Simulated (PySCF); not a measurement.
Bond length, frequency and bond energy of N₂ by level of theory

State: ¹Σg⁺ (singlet), closed shell. Set-up: N x2c-TZVPPall; spin-free X2C with a Gaussian nucleus (PySCF 2.14). De refers to N + N in their high-spin ground configurations, without counterpoise correction.

```
      Level  Re (Å)  ωe (cm⁻¹)  De (eV)
        RHF   1.066       2735     5.05
    RHF-MP2   1.113       2197     9.95
RHF-SCS-MP2   1.109       2245    10.04
   RHF-CCSD   1.096       2426     9.02
RHF-CCSD(T)   1.103       2348     9.40
        PBE   1.103       2353    10.54
     r²SCAN   1.093       2432     9.52
      TPSSh   1.095       2422     9.60
      B3LYP   1.091       2452     9.93
       PBE0   1.089       2483     9.75
  BHandHLYP   1.077       2590     9.00
      ωB97X   1.088       2506     9.83
     B2PLYP   1.099       2348     9.91
```

Measured (Huber and Herzberg, Constants of Diatomic Molecules (1979)): Re = 1.097685 Å, ωe = 2358.57 cm⁻¹.

The bond length runs from 1.066 Å (RHF) to 1.113 Å (RHF-MP2). De spans 5.05 eV (RHF, mean field) to 10.54 eV (PBE, GGA). Correlation at CCSD(T) changes the Hartree–Fock bond energy by +4.35 eV; the triples alone change it by +0.38 eV.

Correlated steps freeze 2 core orbitals. Where the molecule has an RHF reference, its open-shell atoms are computed with UHF. B2PLYP dipoles, levels and charges come from its SCF part alone.

The whole job (state search and all levels along the bond) took about 1.5 min on 1 thread of Intel Xeon Platinum 8488C (shared host), peak memory 0.82 GiB.
